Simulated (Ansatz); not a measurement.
Input file:

```yaml
crystal:
  periodic: [false, false, false]
  atoms:
    - {symbol: B, position_ang: [0.144599, -0.195155, 1.704977]}
    - {symbol: Br, position_ang: [-0.020275, 0.013102, -0.250762]}
    - {symbol: H, position_ang: [0.056345, 1.054556, 1.591741]}
basis:
  gaussian: {orbitals: cc-pVDZ}
magnetization: {spin_polarized: true, initial_magnetization: 3}
hamiltonian: {xc: {name: r2SCAN}}
```

```sh
$ ansatz run in.yaml --threads 1 --pin off --events-out ev --progress --plain --max-ram 2393MiB
```

Output:

```
572 factors; their error is unknown
mean field evaluation 1: about -70728.4736 eV, gradient 1.9e1 eV
mean field evaluation 2: about -70723.6393 eV, gradient 3.2e1 eV
mean field evaluation 4: about -70731.5157 eV, gradient 9.6e-1 eV
mean field evaluation 8: about -70731.4967 eV, gradient 2.3e-2 eV
mean field evaluation 16: about -70731.4967 eV, gradient 4.0e-5 eV
mean field -70731.49673970 eV, -2599.3345616535 hartree, gradient 4.0e-5 eV, S^2 3.756332; 0 other end points of the search recorded, 0 dependent functions left out
reference -70731.49674766 eV, -2599.3345619461 hartree; 22, 19 occupied and 24, 27 virtual orbitals, 572 factors
Total energy: -70731.49674766 eV, -2599.3345619461 hartree
```

Ran on 1 thread of INTEL XEON PLATINUM 8581C, shared host: 1.6 s wall, 0.15 GiB peak host memory.
